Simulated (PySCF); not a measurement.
**Worked example: building the atomization energy of CN, doublet**

Measured: the G2/97 heats of formation, with zero-point and thermal terms from B3LYP taken off, give an electronic atomization energy of 181.4 kcal/mol (Curtiss et al., J. Chem. Phys. 106, 1063 (1997); Staroverov et al., J. Chem. Phys. 119, 12129 (2003)). The calculation below tries to reproduce it.

Geometry (MP2(full)/6-31G*, from the G2/97 set):

```csv
atom,x (Å),y (Å),z (Å)
C,0.0000,0.0000,0.0000
N,0.0000,0.0000,1.1348
```

Atomization energies (atoms less molecule, kcal/mol) from PySCF 2.14.0, frozen cores, unrestricted molecule, unrestricted atoms, sets cc-pVDZ, cc-pVTZ, cc-pVQZ:

```
  level      DZ      TZ      QZ
     HF   84.05   89.57   90.77
CCSD(T)  153.23  167.47  173.12
  CCSDT  154.27       –       –
```

Task: Extrapolate Hartree–Fock with exp(−5.46 √X) and the CCSD(T) correlation part with X⁻³ (X = 3, 4), add each higher step from the largest set that has it, and compare with the measured value.

Result: Hartree–Fock: 90.77 + (90.77 − 89.57) × 0.301 = 91.13.
Correlation: TZ 77.90, QZ 82.35; (64 × 82.35 − 27 × 77.90) / 37 = 85.60.
Full triples (DZ): 154.27 − 153.23 = 1.04.
Sum: 177.8 kcal/mol, 3.6 below the measured 181.4.

Quadruple excitations are missing here, and can be worth a kcal/mol or so. The determinant has ⟨S²⟩ = 1.03. The steps beyond CCSD(T) add 1.04 kcal/mol, while going from QZ to the limit adds 3.61. Core correlation, scalar relativity, spin–orbit terms and the relaxation from this MP2 geometry are missing from the sum, and the measured value has its own uncertainty. A sum this far under the measured value points to those terms, the geometry above all for a radical.
